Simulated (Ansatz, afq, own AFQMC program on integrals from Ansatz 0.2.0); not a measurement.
Where AFQMC and coupled cluster stand for BS, doublet

```xyz
2

B     0.0000    0.0000    0.0000
S     0.0000    0.0000    1.6077
```

Basis 6-31G. Noble-gas cores (and the filled d shells of Ga–Kr and In–Xe) are frozen. AFQMC by an in-house program on the Cholesky factors that Ansatz 0.2.0 writes for its CCSD(T) run. ph-AFQMC/CISD is guided by a CISD state made of CCSD amplitudes; releasing the constraint for a short imaginary time cuts its bias at the price of noise, slowly where states lie close. Uncertainties: one standard error, sampling alone.

Determinant: ROHF, the one that the program's search chose, which needn't be the lowest solution. The geometry is a PBE0/def2-TZVP stationary point of this or a neighbouring charge and spin state.

Full CI on the same integrals is exact in this basis and with this determinant's frozen core.

Cautions: a spin-contaminated unrestricted determinant lies lower (UHF 150 meV lower, ⟨S²⟩ 0.88); raised T1 diagnostic (T1 0.042, weight of the determinant 0.89, largest double 0.09).

* T1 diagnostic: 0.0416
* weight of the determinant in the CISD state: 0.888
* size of the correlated space: 9 electrons in 16 orbitals

```tsv
level	correlation energy (eV)
MP2	-2.7337
CCSD	-3.0967
CCSD(T)	-3.2585
```

Task: Estimate where AFQMC with the constraint released lies against CCSD(T) on the same integrals.

Result: 28.9 ± 4.8 meV below CCSD(T).

Reference: full CI, correlation energy -3.286 eV. The released energy is read at 2.40 1/Eh (meV from the phaseless value at times in 1/Eh: 2 ± 3 at 0.24, 0 ± 3 at 0.51, -6 ± 3 at 0.99, -4 ± 4 at 1.62, -10 ± 5 at 2.40).

```json
{"level": "CCSD(T)", "E − E(reference) (meV)": "27.9", "share of correlation (%)": "99.15"}
{"level": "CCSDT", "E − E(reference) (meV)": "-7.4", "share of correlation (%)": "100.22"}
{"level": "CCSDT(Q)", "E − E(reference) (meV)": "5.9", "share of correlation (%)": "99.82"}
{"level": "CCSDTQ", "E − E(reference) (meV)": "-1.8", "share of correlation (%)": "100.05"}
{"level": "ph-AFQMC/HF", "E − E(reference) (meV)": "-37.4 ± 24.4", "share of correlation (%)": "101.14"}
{"level": "ph-AFQMC/CISD", "E − E(reference) (meV)": "8.7 ± 4.1", "share of correlation (%)": "99.73"}
{"level": "released AFQMC", "E − E(reference) (meV)": "-1.0 ± 4.8", "share of correlation (%)": "100.03"}
```

CCSDT and higher add their correlation energy to the determinant of the CCSD(T) run, since their own runs factorise the integrals more tightly (a shift of under 2 meV). A walk keeps the symmetry of its determinant, which the program's search chose and which needn't be the lowest solution, so a lower state of the same spin and another symmetry isn't excluded. Released energies are given only where the last usable release times agree within the noise; a slower fall can still hide under it.
